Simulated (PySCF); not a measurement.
Simulated outer-valence photoelectron spectrum of `[H]/N=C/C[NH3+]`. The calculation used EOM-IP-CCSD/aug-cc-pVDZ in PySCF, restricted Hartree–Fock reference, frozen core, non-relativistic, gas phase, PBE0-D3(BJ)/def2-SVP geometry.

Each root has a Gaussian of 0.3 eV full width with its one-hole share as area; cross sections and vibrations are left out, and the highest printed point is 100.

| ionisation energy (eV) | intensity |
| --- | --- |
| 15.6 | 1 |
| 15.7 | 6 |
| 15.8 | 29 |
| 15.9 | 74 |
| 16.0 | 100 |
| 16.1 | 73 |
| 16.2 | 29 |
| 16.3 | 6 |
| 16.4 | 1 |
| 16.5 | 0 |
| 16.6 | 0 |
| 16.7 | 0 |
| 16.8 | 0 |
| 16.9 | 1 |
| 17.0 | 10 |
| 17.1 | 39 |
| 17.2 | 84 |
| 17.3 | 99 |
| 17.4 | 63 |
| 17.5 | 21 |
| 17.6 | 4 |
| 17.7 | 0 |
| 17.8 | 0 |
| 17.9 | 0 |
| 18.0 | 0 |
| 18.1 | 0 |
| 18.2 | 0 |
| 18.3 | 0 |
| 18.4 | 0 |
| 18.5 | 0 |
| 18.6 | 0 |
| 18.7 | 0 |
| 18.8 | 0 |
| 18.9 | 2 |
| 19.0 | 12 |
| 19.1 | 44 |
| 19.2 | 89 |
| 19.3 | 97 |
| 19.4 | 57 |
| 19.5 | 18 |
| 19.6 | 3 |
| 19.7 | 0 |

Task: Where are the maxima, and how many lines lie under the curve?

Result: 3 maxima, at 16.0, 17.3 and 19.3 eV, from 3 lines.

Task: List the lines with their holes.

Result: 
```csv
E (eV),leading hole (HF orbital),area,Koopmans (eV)
16.00,HOMO,0.95,17.36
17.28,HOMO-1,0.95,17.46
19.26,HOMO-2,0.96,20.47
```

The widest gap, 1.98 eV, lies between 17.28 and 19.26 eV. Only orbitals with −ε under 21 eV, eight at most, were ionised, so the high end of the curve may lack lines.

Hardware: an x86-64 server with one thread, on a shared host. Cost: 2.2 min of wall time.

The values belong to the conformer `[H]/[N:1]=[CH:2]/[CH2:3][NH3+:4]`: N1–C2–C3–N4 0°.
